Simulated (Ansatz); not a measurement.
**How methods differ on LiH (SMILES [LiH])**

LiH has 2 atoms, charge 0, and is taken as a singlet. As SMILES, `[LiH]`. Geometry: the measured bond length.

| atom | x (Å) | y (Å) | z (Å) |
| --- | --- | --- | --- |
| Li | 0.0000 | 0.0000 | 0.0000 |
| H | 0.0000 | 0.0000 | 1.5957 |

Quantity: the energy change with the Li1–H2 bond stretched from 1.596 to 2.393 Å, in eV. The values are calculated.

| level | kind | program | value (eV) | less FCI/cc-pVTZ |
| --- | --- | --- | --- | --- |
| HF/cc-pVTZ (restricted) | Hartree–Fock | Ansatz | 0.96 | +0.06 |
| revPBE/cc-pVTZ (restricted) | GGA | Ansatz | 0.83 | -0.07 |
| BHLYP/cc-pVTZ (restricted) | global hybrid | Ansatz | 1.00 | +0.10 |
| wB97M-V/cc-pVTZ (restricted) | range-separated hybrid | Ansatz | 0.94 | +0.04 |
| B2PLYP/cc-pVTZ (restricted) | double hybrid | Ansatz | 0.95 | +0.05 |
| RPA@PBE/cc-pVTZ (restricted) | RPA | Ansatz | 0.90 | 0.00 |
| BCCD(T)/cc-pVTZ (restricted) | coupled cluster or CI | Ansatz | 0.90 | 0.00 |
| FCI/3-21G | exact in the basis | Ansatz | 0.67 | -0.23 |
| FCI/cc-pVTZ | exact in the basis | Ansatz | 0.90 | 0.00 |

FCI/cc-pVTZ is exact within its basis and frozen core, so for wave-function methods in that basis the difference is their error; functionals converge differently with the basis, so for them it is only a difference. The first shape isn't each level's own minimum. The values span 0.67 to 1.00 eV. High-level rows in very small sets aren't better than simpler rows in larger ones.
